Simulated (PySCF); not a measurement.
H2O.
Hydrogens: H2, H3 on O1.

The closed-shell ground state was solved at several levels (PySCF, density fitting, gas phase, non-relativistic). Geometry: GFN2-xTB; no solvent, vibrations or thermal averaging.

```json
{"level": "PBE0/def2-SVPD", "basis functions": "39", "total energy (Eh)": "-76.2956", "HOMO (eV)": "-9.12", "LUMO (eV)": "0.35", "gap (eV)": "9.47", "dipole (D)": "1.86"}
{"level": "PBE0/Sadlej pVTZ", "basis functions": "42", "total energy (Eh)": "-76.3713", "HOMO (eV)": "-9.05", "LUMO (eV)": "-0.27", "gap (eV)": "8.78", "dipole (D)": "1.82"}
{"level": "B3LYP/pcSseg-1", "basis functions": "27", "total energy (Eh)": "-76.4168", "HOMO (eV)": "-8.28", "LUMO (eV)": "0.90", "gap (eV)": "9.18", "dipole (D)": "2.02"}
{"level": "PBE0/pcseg-1", "basis functions": "24", "total energy (Eh)": "-76.3236", "HOMO (eV)": "-8.62", "LUMO (eV)": "1.39", "gap (eV)": "10.01", "dipole (D)": "2.03"}
{"level": "PBE0/def2-SVP", "basis functions": "24", "total energy (Eh)": "-76.2760", "HOMO (eV)": "-8.28", "LUMO (eV)": "1.78", "gap (eV)": "10.06", "dipole (D)": "1.97"}
{"level": "KT3/pcSseg-1", "basis functions": "27", "total energy (Eh)": "-77.3834", "HOMO (eV)": "-6.80", "LUMO (eV)": "0.20", "gap (eV)": "7.00", "dipole (D)": "1.89"}
{"level": "PBE0/def2-QZVP", "basis functions": "117", "total energy (Eh)": "-76.3863", "HOMO (eV)": "-9.01", "LUMO (eV)": "0.51", "gap (eV)": "9.52", "dipole (D)": "1.87"}
{"level": "PBE0/def2-TZVP", "basis functions": "43", "total energy (Eh)": "-76.3772", "HOMO (eV)": "-8.88", "LUMO (eV)": "0.87", "gap (eV)": "9.75", "dipole (D)": "2.03"}
{"level": "PBE0/pcSseg-2", "basis functions": "64", "total energy (Eh)": "-76.3813", "HOMO (eV)": "-8.99", "LUMO (eV)": "0.40", "gap (eV)": "9.39", "dipole (D)": "1.96"}
{"level": "PBE0/ANO-RCC-VDZP", "basis functions": "24", "total energy (Eh)": "-76.3697", "HOMO (eV)": "-9.03", "LUMO (eV)": "0.19", "gap (eV)": "9.22", "dipole (D)": "1.84"}
{"level": "PBE0/pcSseg-3", "basis functions": "138", "total energy (Eh)": "-76.3873", "HOMO (eV)": "-9.06", "LUMO (eV)": "-0.03", "gap (eV)": "9.03", "dipole (D)": "1.84"}
{"level": "PBE0/aug-pcSseg-1", "basis functions": "44", "total energy (Eh)": "-76.3442", "HOMO (eV)": "-9.10", "LUMO (eV)": "-0.34", "gap (eV)": "8.76", "dipole (D)": "1.81"}
```

Question: What might PBE0/IGLO-III (55 basis functions) give for the same quantities?

Answer: Total energy -76.3833 Eh, HOMO -8.98 eV, LUMO 0.50 eV, gap 9.48 eV, dipole 1.87 D.

Question: Over all these levels, which gives the widest orbital gap and which the narrowest?

Answer: PBE0/def2-SVP (global hybrid, 25 % exact exchange) has the widest, 10.06 eV, and KT3/pcSseg-1 (GGA) the narrowest, 7.00 eV. Functional and basis both differ between the two, so the spread mixes both effects.

Question: How much does the basis alone move the frontier levels among the 11 PBE0 rows (the withheld one included)?

Answer: The HOMO by 0.84 eV and the LUMO by 2.12 eV. By rising basis size (HOMO, LUMO in eV): pcseg-1 -8.62, 1.39; def2-SVP -8.28, 1.78; ANO-RCC-VDZP -9.03, 0.19; def2-SVPD -9.12, 0.35; Sadlej pVTZ -9.05, -0.27; def2-TZVP -8.88, 0.87; aug-pcSseg-1 -9.10, -0.34; IGLO-III -8.98, 0.50; pcSseg-2 -8.99, 0.40; def2-QZVP -9.01, 0.51; pcSseg-3 -9.06, -0.03.

Question: How far do the dipole and the HOMO energy spread over the levels?

Answer: The dipole runs from 1.81 to 2.03 D (mean 1.91 D) and the HOMO from -9.12 to -6.80 eV.
